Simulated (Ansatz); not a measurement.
# H2O2Si: the cost of one run

All numbers are computed with Ansatz 0.2.0 through its Python package. Level of theory: PBE/6-31G*.

### 1 The system

Bond lengths: O1–Si2 1.591 Å, Si2–O3 1.639 Å, O1–H4 1.030 Å, O3–H5 1.003 Å. Angles: O1–Si2–O3 106.1°, Si2–O1–H4 113.7°, Si2–O3–H5 117.0°.

The script holds or builds the structure itself.

### 2 Script

The input, h2o2si.py:

```python
'''Bending curve of H2O2Si.'''

from dataclasses import dataclass
import warnings

import ansatz as az
from ase import Atoms


@dataclass
class Options:
    basis: str = '6-31G*'
    xc: str = 'PBE'
    force_tol: float = 0.02


cfg = Options()

warnings.simplefilter('ignore', az.DeckWarning)

atoms = Atoms(['O', 'Si', 'O', 'H', 'H'], positions=[
    [-1.4782, -0.1569, -0.2592],
    [-0.2186, -0.7282, 0.528],
    [1.0576, 0.1954, 0.0764],
    [-1.2631, 0.6613, -0.8461],
    [1.9523, -0.0452, 0.4595],
])

# relax first, so that the scan starts from a minimum
first = (
    az.Crystal.molecule_from_ase(atoms).calculation()
    .basis(gaussian=cfg.basis)  # atom-centred Gaussian functions
    .functional(cfg.xc)
    .relax(force_tolerance=cfg.force_tol, max_steps=80)  # relax until the tolerances are met
)
atoms.positions = first.run(threads=1).report['positions_ang']

rows = []
for angle in [90, 100, 110, 120, 135, 150, 165, 179]:
    bent = atoms.copy()
    bent.set_angle(1, 2, 4, angle, indices=[4])
    model = (
        az.Crystal.molecule_from_ase(bent).calculation()
        .basis(gaussian=cfg.basis)  # atom-centred Gaussian functions
        .functional(cfg.xc)
    )
    rows.append((angle, model.run(threads=1).report['free_energy_ev']))
floor = min(e for _, e in rows)
for angle, e in rows:
    print(f'angle Si1-O2-H4 = {angle:3d} deg   {1000 * (e - floor):9.1f} meV')
```

### 3 The calls as engine input

The package turns the script's settings into the engine's input (first run):

```yaml
crystal:
  periodic: [false, false, false]
  atoms:
    - { symbol: O, position_ang: [-1.4782, -0.1569, -0.2592] }
    - { symbol: Si, position_ang: [-0.2186, -0.7282, 0.528] }
    - { symbol: O, position_ang: [1.0576, 0.1954, 0.0764] }
    - { symbol: H, position_ang: [-1.2631, 0.6613, -0.8461] }
    - { symbol: H, position_ang: [1.9523, -0.0452, 0.4595] }
basis:
  gaussian:
    orbitals: "6-31G*"
hamiltonian:
  xc: pbe
relax:
  f_tol: 0.02
  max_steps: 80
```

### 4 Launch

Run with:

```console
$ python h2o2si.py
```

**Question.** How long does this script take on 1 thread of Arm Neoverse V2, shared host, and how much memory does it need?

About 12 s, with a peak of 0.18 GiB.
